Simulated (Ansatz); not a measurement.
Consider Nb in the bcc (W type) structure (space group Im-3m, No. 229; a = 3.310 Å).

Calculations: Ansatz (a first-principles code), PBE, PAW, cutoff 420 eV, no spin-orbit coupling.

| level | lattice parameter a |
|---|---|
| PBE | 3.310 Å |

Measured: lattice parameter a 3.294 Å (static lattice; corrected from measurement; as listed in Daniel Mejia-Rodriguez, S. B. Trickey, Phys. Rev. B (2018)).

Computed minus measured — lattice parameter a: PBE +0.5 %.

No phonon test of stability was made. The final runs are not spin-polarised.
